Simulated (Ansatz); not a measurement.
A run of Ansatz (development build ahead of 0.2.0) on doublet C2H6(+) at this shape:

```xyz
8

C    -1.1967    0.8225    0.6733
C     1.1847   -0.8195   -0.6431
H    -0.9758    0.0350    1.3158
H    -0.4348    1.6000    0.5182
H    -1.9412    0.7019   -0.0973
H     1.1385   -0.0674   -1.4434
H     1.9779   -0.8383    0.1194
H     0.5445   -1.6876   -0.7221
```

Its results:

| Item | Value |
| --- | --- |
| Converged | yes |
| Total energy | -78.74151 hartree |
| Spin squared of the determinant | 0.759 |
| Stability test | minimum |

Forces (eV/Å):
```csv
atom,Fx,Fy,Fz
C1,1.383,1.071,-2.165
C2,0.372,-0.021,-0.382
H3,0.028,-1.275,1.522
H4,-0.627,-0.117,0.386
H5,-0.368,0.066,0.137
H6,0.051,-0.112,0.591
H7,-0.506,0.425,-0.210
H8,-0.333,-0.037,0.122
```

Question: Which input gives this output? Name the method, the orbitals and the basis set, and write the input.

Answer: UHF in def2-SVP.

```yaml
crystal:
  periodic: [false, false, false]
  atoms:
    - { symbol: C, position_ang: [-1.19671, 0.82251, 0.67325] }
    - { symbol: C, position_ang: [1.18466, -0.81952, -0.64315] }
    - { symbol: H, position_ang: [-0.97578, 0.03503, 1.31585] }
    - { symbol: H, position_ang: [-0.43477, 1.60004, 0.51823] }
    - { symbol: H, position_ang: [-1.94123, 0.70186, -0.09729] }
    - { symbol: H, position_ang: [1.13855, -0.06743, -1.44342] }
    - { symbol: H, position_ang: [1.97788, -0.83827, 0.11943] }
    - { symbol: H, position_ang: [0.54455, -1.68757, -0.72207] }
basis:
  gaussian: { orbitals: def2-SVP }
total_charge: 1
magnetization:
  spin_polarized: true
  initial_magnetization: 1
hamiltonian:
  xc: hf
output:
  forces: true
```
